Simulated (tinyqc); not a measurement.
UHF in the sto-6g basis, for H2O, spin multiplicity 3, step by step (part 2 of 2). Computed by tinyqc, a small Python program that keeps every step (integrals from PySCF). Command: `OMP_NUM_THREADS=1 python tinyqc.py 31219 31220 out.jsonl` (the two numbers bound the seeds that draw the settings). One thread of a shared host (Intel(R) Xeon(R) Processor @ 2.60GHz), about 0.1 s of CPU time with the checks.

Geometry (angstrom):

| atom | x | y | z |
|---|---|---|---|
| O | 0.00000 | 0.00000 | 0.00000 |
| H | 0.00000 | 0.84400 | 0.74500 |
| H | 0.00000 | -0.84400 | 0.74500 |

## Iteration 2: diagonalisation and new density

extrapolated F(alpha) (hartree), lower triangle:
```
            1O 1s     1O 2s    1O 2px    1O 2py    1O 2pz     2H 1s     3H 1s
1O 1s   -20.70365
1O 2s    -5.02122  -2.53400
1O 2px    0.00000   0.00000  -0.62414
1O 2py    0.00000   0.00000   0.00000  -0.45292
1O 2pz   -0.01039  -0.10718   0.00000   0.00000  -0.60729
2H 1s    -0.82394  -0.78174   0.00000  -0.34599  -0.27569  -0.46595
3H 1s    -0.82394  -0.78174   0.00000   0.34599  -0.27569  -0.32330  -0.46595
```

extrapolated F(beta) (hartree), lower triangle:
```
            1O 1s     1O 2s   1O 2px    1O 2py    1O 2pz     2H 1s     3H 1s
1O 1s   -20.61056
1O 2s    -4.95995  -2.24379
1O 2px    0.00000   0.00000  0.28366
1O 2py    0.00000   0.00000  0.00000  -0.31875
1O 2pz   -0.00961   0.00140  0.00000   0.00000  -0.31506
2H 1s    -0.81274  -0.73618  0.00000  -0.32925  -0.30529  -0.29715
3H 1s    -0.81274  -0.73618  0.00000   0.32925  -0.30529  -0.24871  -0.29715
```

X, lower triangle:
```
           1O 1s     1O 2s   1O 2px    1O 2py    1O 2pz     2H 1s    3H 1s
1O 1s    1.02225
1O 2s   -0.13171   1.14465
1O 2px   0.00000   0.00000  1.00000
1O 2py   0.00000   0.00000  0.00000   1.06191
1O 2pz  -0.00690   0.07091  0.00000   0.00000   1.04062
2H 1s    0.01670  -0.21031  0.00000  -0.16116  -0.12089   1.12080
3H 1s    0.01670  -0.21031  0.00000   0.16116  -0.12089  -0.06790  1.12080
```

Diagonalise F' = X^T F X, C = X C', fill 6 alpha and 4 beta electrons from the bottom; D(s) = C_occ C_occ^T. Each column has its largest component positive (the first on a tie).

F' = X^T F X (alpha) (hartree), lower triangle:
```
           1         2         3         4         5         6         7
1  -20.37698
2   -2.50290  -1.57745
3    0.00000   0.00000  -0.62414
4    0.00000   0.00000   0.00000  -0.28130
5   -0.02047  -0.01321   0.00000   0.00000  -0.54239
6   -0.11831  -0.30916   0.00000  -0.34988  -0.17094  -0.12692
7   -0.11831  -0.30916   0.00000   0.34988  -0.17094  -0.16695  -0.12692
```

orbital energies (alpha) (hartree): MO1 -20.70696, MO2 -1.41310, MO3 -0.64087, MO4 -0.63169, MO5 -0.62414, MO6 -0.03893, MO7 0.39960

coefficients C (alpha):
```
             MO1       MO2       MO3       MO4      MO5       MO6       MO7
1O 1s    0.99665  -0.23993   0.00000   0.06173  0.00000   0.09090   0.00000
1O 2s    0.01503   0.96516   0.00000  -0.32150  0.00000  -0.62125   0.00000
1O 2px   0.00000   0.00000   0.00000   0.00000  1.00000   0.00000   0.00000
1O 2py   0.00000   0.00000   0.72506   0.00000  0.00000   0.00000   0.80863
1O 2pz   0.00178   0.12015   0.00000   0.86588  0.00000  -0.59414   0.00000
2H 1s   -0.00279   0.06236   0.36375   0.19961  0.00000   0.75477  -0.77470
3H 1s   -0.00279   0.06236  -0.36375   0.19961  0.00000   0.75477   0.77470
```

F' = X^T F X (beta) (hartree), lower triangle:
```
           1         2        3         4         5         6        7
1  -20.29045
2   -2.49085  -1.21433
3    0.00000   0.00000  0.28366
4    0.00000   0.00000  0.00000  -0.13658
5   -0.03882   0.17298  0.00000   0.00000  -0.18803
6   -0.10992  -0.39579  0.00000  -0.36888  -0.29525   0.08159
7   -0.10992  -0.39579  0.00000   0.36888  -0.29525  -0.08569  0.08159
```

orbital energies (beta) (hartree): MO1 -20.61282, MO2 -1.14545, MO3 -0.52799, MO4 -0.47196, MO5 0.28366, MO6 0.53332, MO7 0.55869

coefficients C (beta):
```
             MO1       MO2       MO3       MO4      MO5       MO6       MO7
1O 1s    0.99727  -0.23039   0.00000   0.06323  0.00000   0.10646   0.00000
1O 2s    0.01231   0.91332   0.00000  -0.36275  0.00000  -0.67467   0.00000
1O 2px   0.00000   0.00000   0.00000   0.00000  1.00000   0.00000   0.00000
1O 2py   0.00000   0.00000   0.71262   0.00000  0.00000   0.00000   0.81962
1O 2pz   0.00140   0.01267   0.00000   0.78280  0.00000  -0.71011   0.00000
2H 1s   -0.00224   0.12752   0.37555   0.30104  0.00000   0.71171  -0.76905
3H 1s   -0.00224   0.12752  -0.37555   0.30104  0.00000   0.71171   0.76905
```

D(alpha) after iteration 2, lower triangle:
```
           1O 1s     1O 2s   1O 2px    1O 2py    1O 2pz    2H 1s    3H 1s
1O 1s    1.06295
1O 2s   -0.29291   1.42106
1O 2px   0.00000   0.00000  1.00000
1O 2py   0.00000   0.00000  0.00000   0.52572
1O 2pz  -0.02762   0.20672  0.00000   0.00000   1.11719
2H 1s    0.06319  -0.47293  0.00000   0.26374  -0.26812  0.74573
3H 1s    0.06319  -0.47293  0.00000  -0.26374  -0.26812  0.48111  0.74573
```

D(beta) after iteration 2, lower triangle:
```
           1O 1s     1O 2s   1O 2px    1O 2py   1O 2pz     2H 1s    3H 1s
1O 1s    1.05162
1O 2s   -0.22108   0.96589
1O 2px   0.00000   0.00000  0.00000
1O 2py   0.00000   0.00000  0.00000   0.50783
1O 2pz   0.04798  -0.27237  0.00000   0.00000  0.61294
2H 1s   -0.01258   0.00724  0.00000   0.26762  0.23727   0.24793
3H 1s   -0.01258   0.00724  0.00000  -0.26762  0.23727  -0.03415  0.24793
```

## Iteration 10 (converged): orbitals

converged F(alpha) (hartree), lower triangle:
```
            1O 1s     1O 2s    1O 2px    1O 2py    1O 2pz     2H 1s     3H 1s
1O 1s   -20.67378
1O 2s    -5.01153  -2.50551
1O 2px    0.00000   0.00000  -0.61793
1O 2py    0.00000   0.00000   0.00000  -0.35220
1O 2pz   -0.00970  -0.10691   0.00000   0.00000  -0.59571
2H 1s    -0.82190  -0.77731   0.00000  -0.34974  -0.27732  -0.50779
3H 1s    -0.82190  -0.77731   0.00000   0.34974  -0.27732  -0.31128  -0.50779
```

converged F(beta) (hartree), lower triangle:
```
            1O 1s     1O 2s   1O 2px    1O 2py    1O 2pz     2H 1s     3H 1s
1O 1s   -20.62540
1O 2s    -4.96597  -2.26049
1O 2px    0.00000   0.00000  0.28959
1O 2py    0.00000   0.00000  0.00000  -0.38687
1O 2pz   -0.00737   0.00033  0.00000   0.00000  -0.35760
2H 1s    -0.81403  -0.73687  0.00000  -0.32582  -0.29864  -0.24936
3H 1s    -0.81403  -0.73687  0.00000   0.32582  -0.29864  -0.24669  -0.24936
```

As before.

F' = X^T F X (alpha) (hartree), lower triangle:
```
           1         2         3         4         5         6         7
1  -20.34781
2   -2.49993  -1.54902
3    0.00000   0.00000  -0.61793
4    0.00000   0.00000   0.00000  -0.16796
5   -0.01991  -0.01202   0.00000   0.00000  -0.52988
6   -0.11814  -0.30392   0.00000  -0.36172  -0.17035  -0.17754
7   -0.11814  -0.30392   0.00000   0.36172  -0.17035  -0.14957  -0.17754
```

orbital energies (alpha) (hartree): MO1 -20.67701, MO2 -1.38868, MO3 -0.62527, MO4 -0.61793, MO5 -0.61428, MO6 -0.06286, MO7 0.41835

coefficients C (alpha):
```
             MO1       MO2       MO3      MO4       MO5       MO6       MO7
1O 1s    0.99669  -0.23827   0.06614  0.00000   0.00000   0.09173   0.00000
1O 2s    0.01487   0.95576  -0.34576  0.00000   0.00000  -0.62275   0.00000
1O 2px   0.00000   0.00000   0.00000  1.00000   0.00000   0.00000   0.00000
1O 2py   0.00000   0.00000   0.00000  0.00000   0.65033   0.00000   0.86987
1O 2pz   0.00173   0.12119   0.84928  0.00000   0.00000  -0.61743   0.00000
2H 1s   -0.00278   0.07204   0.21833  0.00000   0.43116   0.74870  -0.73930
3H 1s   -0.00278   0.07204   0.21833  0.00000  -0.43116   0.74870   0.73930
```

F' = X^T F X (beta) (hartree), lower triangle:
```
           1         2        3         4         5         6        7
1  -20.30472
2   -2.49309  -1.23055
3    0.00000   0.00000  0.28959
4    0.00000   0.00000  0.00000  -0.21336
5   -0.03583   0.16666  0.00000   0.00000  -0.23624
6   -0.11015  -0.40236  0.00000  -0.36149  -0.28830   0.13565
7   -0.11015  -0.40236  0.00000   0.36149  -0.28830  -0.09016  0.13565
```

orbital energies (beta) (hartree): MO1 -20.62771, MO2 -1.15647, MO3 -0.55016, MO4 -0.48572, MO5 0.28959, MO6 0.54387, MO7 0.56260

coefficients C (beta):
```
             MO1       MO2       MO3       MO4      MO5       MO6       MO7
1O 1s    0.99723  -0.23234   0.00000   0.05583  0.00000   0.10667   0.00000
1O 2s    0.01244   0.92445   0.00000  -0.32134  0.00000  -0.68048   0.00000
1O 2px   0.00000   0.00000   0.00000   0.00000  1.00000   0.00000   0.00000
1O 2py   0.00000   0.00000   0.76138   0.00000  0.00000   0.00000  -0.77454
1O 2pz   0.00129   0.01087   0.00000   0.81446  0.00000  -0.67360   0.00000
2H 1s   -0.00223   0.11660   0.32785   0.26969  0.00000   0.72601   0.79056
3H 1s   -0.00223   0.11660  -0.32785   0.26969  0.00000   0.72601  -0.79056
```

D(alpha) after iteration 10, lower triangle:
```
           1O 1s     1O 2s   1O 2px    1O 2py    1O 2pz    2H 1s    3H 1s
1O 1s    1.06295
1O 2s   -0.29291   1.42106
1O 2px   0.00000   0.00000  1.00000
1O 2py   0.00000   0.00000  0.00000   0.42293
1O 2pz  -0.02762   0.20672  0.00000   0.00000   1.11719
2H 1s    0.06319  -0.47293  0.00000   0.28040  -0.26812  0.79932
3H 1s    0.06319  -0.47293  0.00000  -0.28040  -0.26812  0.42752  0.79932
```

D(beta) after iteration 10, lower triangle:
```
           1O 1s     1O 2s   1O 2px    1O 2py   1O 2pz     2H 1s    3H 1s
1O 1s    1.05157
1O 2s   -0.22032   0.95801
1O 2px   0.00000   0.00000  0.00000
1O 2py   0.00000   0.00000  0.00000   0.57970
1O 2pz   0.04423  -0.25165  0.00000   0.00000  0.66346
2H 1s   -0.01425   0.02110  0.00000   0.24962  0.22092   0.19382
3H 1s   -0.01425   0.02110  0.00000  -0.24962  0.22092  -0.02115  0.19382
```

## Convergence

Stop when the energy changes by less than 1e-10 hartree and every element of the error matrix X^T (F D S - S D F) X (for each spin) is below 3e-06.

Course of the cycle:

| iteration | E (hartree) | change | largest element of the error matrix |
|---|---|---|---|
| 1 | -76.1937330 | - | 5.41e-01 |
| 2 | -75.4017309 | 7.92e-01 | 2.71e-02 |
| 3 | -75.4057176 | -3.99e-03 | 1.81e-02 |
| 4 | -75.4080496 | -2.33e-03 | 1.17e-02 |
| 5 | -75.4097716 | -1.72e-03 | 1.53e-03 |
| 6 | -75.4097841 | -1.25e-05 | 1.56e-04 |
| 7 | -75.4097841 | -8.72e-08 | 6.62e-05 |
| 8 | -75.4097842 | -2.14e-08 | 1.70e-05 |
| 9 | -75.4097842 | -1.19e-09 | 8.22e-08 |
| 10 | -75.4097842 | -2.84e-14 | 1.11e-10 |

PySCF UHF in the same basis, after a stability check = -75.4097842 hartree

Converged in 10 iterations.

## Populations, bond orders and dipole

overlap S, lower triangle:
```
          1O 1s    1O 2s   1O 2px    1O 2py   1O 2pz    2H 1s    3H 1s
1O 1s   1.00000
1O 2s   0.23114  1.00000
1O 2px  0.00000  0.00000  1.00000
1O 2py  0.00000  0.00000  0.00000   1.00000
1O 2pz  0.00000  0.00000  0.00000   0.00000  1.00000
2H 1s   0.03760  0.37358  0.00000   0.24759  0.21855  1.00000
3H 1s   0.03760  0.37358  0.00000  -0.24759  0.21855  0.19478  1.00000
```

Mulliken: Z minus the diagonal of D S on the atom; Loewdin: the same with S^(1/2) D S^(1/2); Mayer order: 2 sum_s sum (D(s) S)_ij (D(s) S)_ji over the two atoms.

Charges (e):

| atom | Mulliken | Loewdin | Mulliken spin |
|---|---|---|---|
| 1O | 0.05248 | 0.10355 | 1.17603 |
| 2H | -0.02624 | -0.05178 | 0.41199 |
| 3H | -0.02624 | -0.05178 | 0.41199 |

Mayer bond orders:

| pair | order |
|---|---|
| 2-1 | 0.67157 |
| 3-1 | 0.67157 |
| 3-2 | 0.15801 |

dipole moment about the origin, x y z (debye): 0.00000  0.00000  0.01484

<S^2> of the determinant (pure state: 2) = 2.01808
